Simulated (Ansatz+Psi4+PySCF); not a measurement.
**doublet SiO(+): levels of theory in one basis**

```yaml
atoms:
  - { symbol: Si, position_ang: [0.0000, 0.0000, 0.6730] }
  - { symbol: O, position_ang: [0.0000, 0.0000, -1.1778] }
```

Basis set: cc-pVTZ on O; cc-pV(T+d)Z on Si (spherical functions). Frozen core: 6 orbitals. Correlation on ROHF uses semicanonical orbitals with singles. Charge 1, multiplicity 2.

Computed with Ansatz (development build ahead of 0.2.0) and Psi4 1.11; each method stands on the lowest determinant of its kind that the runs found.

```
      method  E − E(ROHF) (eV)  <S²> of the determinant
        ROHF              0.00                     0.75
         UHF             -0.14                     0.77
    ROHF-MP2             -7.15                        –
     UHF-MP2             -7.14                     0.77
   ROHF-CCSD             -7.76                        –
    UHF-CCSD             -7.76                     0.77
ROHF-CCSD(T)             -8.09                        –
  ROHF-CCSDT             -8.12                        –
   UHF-CCSDT             -8.12                     0.77
```

Caution for ROHF-MP2, UHF-MP2: MP2 on this radical cation hangs on the determinant chosen. Caution for ROHF-MP2, UHF-MP2, ROHF-CCSD, UHF-CCSD, ROHF-CCSD(T), ROHF-CCSDT, UHF-CCSDT: a plain start can end on a higher determinant.
